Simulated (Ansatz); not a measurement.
The first iterations of a band of CH2OS (5 atoms, charge 0, multiplicity 1).

The calculation used RKS r2SCAN-D4/def2-SVPD in Ansatz.

```yaml
movable_images: 5
climbing_image: yes
spring: 2.0 to 10.0 eV/Å², energy-weighted
optimiser: quadratic models (default)
start_path: through a guess of the saddle point
force_threshold: 0.03 eV/Å
iteration_limit: 60
end_points: relaxed
```

Initial state:

```xyz
5
Properties=species:S:1:pos:R:3
H -0.527 -1.639 -0.344
S 0.592 -0.945 -0.659
C 0.066 0.548 0.171
H 0.840 1.344 0.073
O -0.971 0.692 0.759
```

Final state:

```xyz
5
Properties=species:S:1:pos:R:3
H -1.155 -0.877 0.264
S 1.188 -0.764 -0.897
C 0.285 0.285 -0.040
H 0.593 1.316 0.189
O -0.911 0.041 0.484
```

| iteration | highest image above the first end (eV) | largest band force component (eV/Å) |
| --- | --- | --- |
| 1 | 1.248 | 2.191 |
| 2 | 1.327 | 0.893 |
| 3 | 1.306 | 0.729 |

Question: Does the band converge within its limit, and where does its top end?

Answer: It converged. It ended after 10 iterations with the highest image 1.301 eV above the first end. Another band between the same ends (5 images) ends at a top of the same energy, where a vibrational analysis finds 1 clearly imaginary mode. The orbitals stay closed-shell, which can raise the energy where a bond breaks towards radicals; this wasn't checked here.

Run time: 40 s on 2 threads of Intel(R) Xeon(R) 6975P-C (Granite Rapids) (shared host), peak memory 0.16 GiB.
